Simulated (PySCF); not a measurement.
H2O, charge +1, multiplicity 2. Atoms are numbered in the order given.

```xyz
3

O      0.0000     0.0000    -0.1160
H      0.0000    -0.8247     0.4641
H      0.0000     0.8247     0.4641
```
Charge +1, spin multiplicity 2.

The structure is a stationary point at B3LYP-D3(BJ)/def2-TZVPD. The spin state was assumed, not searched.

These are TDA-CAM-B3LYP/def2-TZVPD (PySCF) values and carry that method's errors.

Vertical excitations. The molecule is in vacuum.

Q: Give excitation energies, oscillator strengths and character. (An estimate is asked for; the answer gives what the named calculation found.)

A: 
```
state    energy (eV)  λ (nm)      f                                                    main pairs
-------  -----------  ------  -----  ------------------------------------------------------------
root 1          2.17     571  0.001                                              β HOMO→LUMO 99 %
root 2          6.22     199  0.000                                            β HOMO−1→LUMO 99 %
root 3         12.15     102  0.004                          α HOMO→LUMO 28 %, β HOMO→LUMO+1 67 %
root 4         13.35      93  0.015                                            α HOMO−1→LUMO 96 %
root 5         13.40      93  0.078                          α HOMO→LUMO 67 %, β HOMO→LUMO+1 29 %
root 6         13.88      89  0.004                        α HOMO→LUMO+1 25 %, β HOMO→LUMO+2 61 %
root 7         15.35      81  0.000                                          α HOMO−1→LUMO+1 94 %
root 8         15.37      81  0.037  α HOMO→LUMO+1 48 %, β HOMO→LUMO+2 33 %, β HOMO−1→LUMO+1 14 %
root 9         15.76      79  0.015  α HOMO−2→LUMO 37 %, α HOMO→LUMO+1 20 %, β HOMO−1→LUMO+1 39 %
root 10        17.08      73  0.001                    α HOMO−2→LUMO+1 34 %, β HOMO−1→LUMO+2 43 %
```
Unrestricted roots are not spin-pure.
